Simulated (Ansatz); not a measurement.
Compare A (`CSC(O)O`) with its isomer B (`COC(O)S`).

Isolated molecules relaxed with PBE0-D4/def2-TZVP in Ansatz; ΔE leaves out vibrations. CCSD(T)/CBS is the MP2 limit (def2-TZVPP, def2-QZVPP) plus CCSD(T) − MP2 in def2-TZVPP, frozen cores. DFT in def2-TZVPP. Each species was taken in one conformer, which may not be the lowest.

Task: Which is lower in electronic energy at CCSD(T)/CBS, and by how much? (Best estimate.)

Result: The calculation gave: A, by 11.5 kcal/mol.

Task: Give E(B) − E(A) in kcal/mol with PBE0-D4, HF/def2-TZVPP, B2PLYP, PBE-D4, CCSD/def2-TZVPP, r2SCAN-D4, ωB97M-V. (Estimate.)

Result: Computed: PBE0-D4 11.4, HF/def2-TZVPP 8.9, B2PLYP 10.6, PBE-D4 11.4, CCSD/def2-TZVPP 10.2, r2SCAN-D4 11.0, ωB97M-V 11.0. None reverses the order clearly.

Largest T1 diagnostic: 0.012.

In def2-TZVPP, CCSD(T) changes the Hartree–Fock value by +1.6 kcal/mol (the triples alone add +0.2 kcal/mol) and MP2 by +2.9 kcal/mol.
